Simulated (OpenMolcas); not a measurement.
C3H4: a line through the functionals

C3H4: 7 atoms, total charge 0, spin state singlet. SMILES: `C=C=C`. The coordinates come from a PBE0-D4/def2-TZVP relaxation.

The HOMO–LUMO gap y, in eV, basis def2-TZVP; a is the functional's share of exact exchange. Programs: OpenMolcas 26.06.

| functional | program | a | y (eV) |
| --- | --- | --- | --- |
| TPSS | OpenMolcas | 0 | 6.09 |
| BLYP | OpenMolcas | 0 | 5.82 |
| B3LYP | OpenMolcas | 0.2 | ? |
| PBE0 | OpenMolcas | 0.25 | 8.05 |
| BHLYP | OpenMolcas | 0.5 | 10.18 |

Task: Fit y = c + s·a to the known rows and predict B3LYP.

Result: 
1. Means of the 4 rows: a = 0.1875, y = 7.535.
2. Σ(Δa)² = 0.17188, Σ(Δa·Δy) = 1.4512, so the slope is 1.4512/0.17188 = 8.4431.
3. Intercept: 7.535 − (8.4431) × 0.1875 = 5.952. The largest residual of the fit is 0.14.
4. B3LYP: 5.952 + (8.4431) × 0.2 = 7.64 eV.

The run gave 7.57 eV, so the prediction is off by +0.07 eV, within the largest residual. Exact exchange lowers occupied levels and raises empty ones. The rows mix families of semi-local functionals, which the line can't see.
